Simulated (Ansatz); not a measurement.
Geometry optimisation, UKS PBE-D4/6-31G* (Ansatz 0.2.0).

input.yaml

```yaml
crystal:
  periodic: [false, false, false]
  atoms:
    - { symbol: Al, position_ang: [4.0e-06, 8.0e-06, -0.09245] }
    - { symbol: Cl, position_ang: [7.9e-05, 8.8e-05, 2.108636] }
    - { symbol: H, position_ang: [1.425804, -2.3e-05, -0.808232] }
    - { symbol: H, position_ang: [-1.425825, -2.3e-05, -0.808169] }
    - { symbol: F, position_ang: [-6.2e-05, -5.0e-05, 4.800215] }
magnetization:
  spin_polarized: true
  initial_magnetization: 1
basis:
  gaussian: { orbitals: "6-31G*" }
hamiltonian:
  xc: pbe
  dispersion: d4
relax:
  f_tol: 0.03
  max_steps: 50
```

Launched with:

```bash
$ ansatz run input.yaml --threads 1 --pin off --max-ram 2048MiB --backend cpu --events-out ev --progress --plain --runs-dir out
```

Problem. Where does it end, and by what steps?

Solution. It converged. The force dipped under the threshold on the way, but the program's further checks kept it going. After 34 steps the energy has fallen by 3.542 eV; F5 moved furthest, 2.84 Å. Joined: Al1–F5 (4.89 → 1.66 Å).

| step | energy less start (eV) | largest force component (eV/Å) | accepted |
| --- | --- | --- | --- |
| 0 | 0.0000 | 0.757 | yes |
| 2 | -0.1132 | 0.084 | yes |
| 4 | -0.1165 | 0.004 | yes |
| 6 | -0.1165 | 0.009 | yes |
| 8 | -0.1374 | 0.200 | yes |
| 10 | -0.2436 | 0.255 | yes |
| 12 | -0.3517 | 0.119 | yes |
| 14 | -0.4319 | 0.153 | yes |
| 16 | -0.4910 | 0.162 | yes |
| 18 | -0.6129 | 0.350 | yes |
| 20 | -1.2941 | 1.411 | yes |
| 22 | -2.1887 | 1.177 | yes |
| 24 | -2.6452 | 1.224 | yes |
| 26 | -2.9257 | 0.754 | yes |
| 28 | -3.1487 | 0.508 | yes |
| 30 | -3.4365 | 0.215 | yes |
| 32 | -3.5415 | 0.071 | yes |
| 34 | -3.5420 | 0.005 | yes |

```xyz
5
Properties=species:S:1:pos:R:3
Al -0.039 -0.037 1.240
Cl 1.808 0.687 1.950
H 0.074 -0.871 -0.232
H -0.668 0.854 -0.058
F -1.176 -0.633 2.299
```

Whether the end is a true minimum wasn't checked by a vibrational analysis.

Time of the run: 110 s on 1 thread of Arm Neoverse V1, with other jobs on the host, peak memory 0.15 GiB.
